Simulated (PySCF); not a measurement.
Gas-phase reaction: SiHCl + SiH2Cl = SiH2Cl2 + SiH

Energies from PySCF (xtb for GFN2), thermal terms from the rigid-rotor harmonic-oscillator model, ideal gas at 1 bar. † marks an energy on the PBE0/def2-TZVP geometry and frequencies; other levels use their own. MP2 and CCSD(T) freeze the core. 6-31G* has spherical d functions here. Open shells (unrestricted): SiH2Cl (multiplicity 2), SiH (multiplicity 2); the rest are closed-shell singlets. GFN2 has no spin-polarisation term. Spin-orbit splitting is ignored; it lowers the true energy and changes the entropy of SiH. SiHCl, SiH2Cl: computed as isolated molecules; such fragments, hydroxides, amides, oligomers or adducts are transient or little studied in the gas. MP2 isn't extrapolated to the basis-set limit. CCSD(T) isn't extrapolated to the basis-set limit.

```json
[
 {"level": "CCSD(T)/def2-SVP†", "ΔH°(298 K), kJ": "(withheld)"},
 {"level": "GFN2-xTB", "ΔH°(298 K), kJ": "6"},
 {"level": "HF/6-31G*", "ΔH°(298 K), kJ": "-42"},
 {"level": "HF/def2-TZVP†", "ΔH°(298 K), kJ": "(withheld)"},
 {"level": "MP2/def2-TZVPP†", "ΔH°(298 K), kJ": "(withheld)"},
 {"level": "PBE/def2-SVP", "ΔH°(298 K), kJ": "-10"},
 {"level": "PBE/def2-TZVP†", "ΔH°(298 K), kJ": "-10"},
 {"level": "r2SCAN/def2-TZVP†", "ΔH°(298 K), kJ": "(withheld)"}
]
```

**Question.** Complete the blanks.

**Answer.** 
- CCSD(T)/def2-SVP†, ΔH°(298 K), kJ: -36
- HF/def2-TZVP†, ΔH°(298 K), kJ: -43
- MP2/def2-TZVPP†, ΔH°(298 K), kJ: -32
- r2SCAN/def2-TZVP†, ΔH°(298 K), kJ: -19
